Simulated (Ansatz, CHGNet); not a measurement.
## Rock-salt NbC, lattice constant a

Reference value: 4.47 Å (measured, temperature not stated, not corrected to a static lattice; as tabulated in Zhang et al. (2018), doi:10.1088/1367-2630/aac7f0).

```csv
level (code),value (Å),difference (%)
CHGNet 0.3.0 (CHGNet),4.506,+0.81
LDA (Ansatz),4.427,-0.96
PBE (Ansatz),4.485,+0.34
PBE-D3(BJ) (Ansatz),4.450,-0.45
HSE06 (Ansatz),4.452,-0.40
```

The reference's temperature isn't stated, so close values are not ranked against it.

The reference has no zero-point or thermal correction, while the calculations are for a static lattice, so the differences are not the levels' errors alone. A static lattice is as a rule a little smaller than the measured one.  HSE06: hybrids on metals are sensitive to the k mesh and can open a false gap. Cutoffs and k meshes differ between the levels. Ansatz's density-functional and Hartree–Fock values are scalar-relativistic unless marked +SOC, with PAW data made under PBE.

Machine-learned potentials (CHGNet 0.3.0) are trained on DFT data, which may include these solids.

Differences are worked out from the printed values.

Ansatz is a quantum-chemistry and plane-wave program.
